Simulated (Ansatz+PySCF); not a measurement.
## Stretching singlet C2

The C–C distance is varied.

Basis set: 6-31G (spherical functions). Correlated methods keep 2 orbitals frozen. Charge 0, multiplicity 1.

Computed with Ansatz (development build ahead of 0.2.0) and PySCF 2.14.0, each point on the determinant that the search for low states chose. Each curve is measured from its own lowest point listed. The RHF-CCSD(T) curve may step between solutions.

```
r(C–C) (Å)  RHF (eV)  RHF-CCSD(T) (eV)  UHF-CCSD(T) (eV)
     1.696     0.000             0.000             0.378
     1.759     0.467             0.252             0.000
     1.821     0.941             0.502             0.403
     1.947     1.886             0.971             1.139
     2.010     2.346             1.182             1.452
     2.073     2.721             1.183             1.841
     2.135     3.006             1.153             2.075
     2.387     3.632             5.110             2.584
     2.449     3.706             5.361             2.641
     2.638     3.854             5.571             2.733
     2.701     3.888             5.608             2.748
     2.763     3.917             5.640             2.760
     2.826     3.943             5.670             2.770
     2.889     3.965             5.697             2.777
     2.952     3.985             5.722             2.783
     3.077     4.018             5.765             2.793
     3.140     4.033             5.784             2.797
     3.768     4.124             5.899             2.824
```

(1) Give the full CI (lowest root of this spin) curve at the same distances.

Answers

(1) r (Å), E (eV) and a bar:
```
    1.696      0.000
    1.759      0.436 ####
    1.821      0.783 ########
    1.947      1.244 #############
    2.010      1.456 ###############
    2.073      1.653 #################
    2.135      1.834 ###################
    2.387      2.388 ########################
    2.449      2.485 #########################
    2.638      2.697 ###########################
    2.701      2.745 ############################
    2.763      2.785 ############################
    2.826      2.818 ############################
    2.889      2.846 #############################
    2.952      2.868 #############################
    3.077      2.902 #############################
    3.140      2.914 #############################
    3.768      2.971 ##############################
```

Caution for RHF at some points, RHF-CCSD(T) at some points: an unrestricted determinant lies well below. Caution for RHF at some points, RHF-CCSD(T) at some points, UHF-CCSD(T) at some points: the determinant may break the point group; the determinant breaks the point group. Caution for RHF-CCSD(T) at some points, UHF-CCSD(T) at some points: large amplitudes, a single reference is doubtful; another reference gives a lower total; the program doubts this total. Caution for RHF-CCSD(T) at some points: the amplitudes may be one of several solutions; very large amplitudes, the method is breaking down; the program finds a lower state of this spin. Caution for UHF-CCSD(T) at some points: bonds are stretched, where a single reference can fail; the unrestricted determinant is a mixture of spin states; a plain start can end on a higher determinant.
